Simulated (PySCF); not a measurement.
Consider tetrafluoroethene, `FC(F)=C(F)F` (C2F4). Non-hydrogen atoms are numbered in `[F:1][C:2]([F:3])=[C:4]([F:5])[F:6]`.

These are calculated values, ωB97X-D3(BJ)/ma-def2-TZVP in PySCF (grid level 2) at geometries from PBE0-D3(BJ)/def2-SVP. The prefix ma- adds one diffuse s and one diffuse p function on all atoms but H. Zero-point and thermal terms (298.15 K, 1 bar) come from unscaled PBE0-D3(BJ)/def2-SVP harmonic frequencies, with soft modes damped to free rotors in the entropy.

Problem. What are the vertical and the adiabatic ionisation energy for forming the radical cation?

Solution. 10.28 eV vertical and 9.85 eV adiabatic, the latter with zero-point energy.

Problem. Where does the unpaired spin of the relaxed radical cation sit?

Solution. C2 (alkene carbon) 0.33, C4 (alkene carbon) 0.33, F1 (fluorine) 0.08, F5 (fluorine) 0.08 (intrinsic atomic orbital populations).

Problem. What oxidation potential follows in DMF (IEF-PCM), given that Fc+/Fc comes at 4.54 V absolute with this functional and basis?

Solution. In the gas phase ΔG of oxidation is 9.834 eV, and solvation is -3.8 kJ/mol for the parent and -270.0 kJ/mol for the product, so the absolute potential is 7.08 V, or 2.53 V against Fc+/Fc. Fc+/Fc in DMF, 4.54 V, is ωB97X-D3(BJ)/ma-def2-TZVP on PBE0-D3(BJ)/def2-SVP structures with GFN2-xTB thermal terms. Benchmark calculations put it near 5.0 V in acetonitrile and DMSO, so it is about 0.5 V low, and the value against it can read up to that much too high. The solvent is electrostatics only, on gas-phase structures; the absolute scale refers to an electron at rest in vacuum.

Problem. How far is −ε(HOMO) from the vertical value by ΔSCF?

Solution. −ε(HOMO) = 10.00 eV, which is 0.28 eV below the ΔSCF value.

Differences come from unrounded values, so a last digit can differ from that of the printed terms.
